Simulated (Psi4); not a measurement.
# S2O (Disulfur monoxide): OMP2/def2-TZVP (density fitting for correlation)

Wanted: a single-point energy of S2O (Disulfur monoxide). The job is set up through a Python script.

The calculation is run with Psi4 1.11.

2 further runs of the same task are left out: 2 that didn't finish.

**1. The molecule**

S2O has 3 atoms, charge 0, and is taken as a singlet. SMILES: `O=S=S`. The coordinates come from a PBE0-D4/def2-TZVP relaxation.

Bond lengths: O1–S2 1.453 Å, S2–S3 1.880 Å. Angles: O1–S2–S3 117.8°.

**2. A single-point energy at OMP2/def2-TZVP (density fitting for correlation)**

Contents of os2.xyz:

```xyz
3
OS2
O      0.451630     1.204020     0.493170
S      0.529120    -0.205510     0.148940
S     -0.980740    -0.998510    -0.642110
```

Contents of os2.py:

```python
import psi4

psi4.set_memory(2200000000)
psi4.set_num_threads(1)
psi4.set_output_file('os2.out', False)

with open('os2.xyz') as f:
    atoms = ''.join(f.readlines()[2:])
mol = psi4.geometry('0 1\n' + atoms + 'symmetry c1\nno_reorient\nno_com')

options = {'basis': 'def2-TZVP', 'reference': 'rhf', 'puream': True, 'e_convergence': 1e-09, 'd_convergence': 1e-08, 'scf_type': 'pk', 'num_frozen_docc': 11}
psi4.set_options(options)

E, wfn = psi4.energy("omp2", molecule=mol, return_wfn=True)
print(f'omp2 energy: {E:.10f} Eh')
for k, v in sorted(psi4.core.scalar_variables().items()):
    print(f'{k:45s} {v:18.10f}')
```

Run with:

```
python os2.py
```

Q: Predict the results. Wanted: total energy; HOMO energy; LUMO energy; HOMO–LUMO gap; correlation energy.

Answer, from the run:

At OMP2/def2-TZVP (density fitting for correlation), 11 core orbitals frozen:

| quantity | value |
| --- | --- |
| total energy | -870.54184 Eh |
| HOMO energy (Hartree–Fock orbitals) | -11.02 eV |
| LUMO energy (Hartree–Fock orbitals) | -0.61 eV |
| HOMO–LUMO gap (Hartree–Fock orbitals) | 10.42 eV |
| correlation energy (11 core orbitals frozen) | -609.7 mEh |
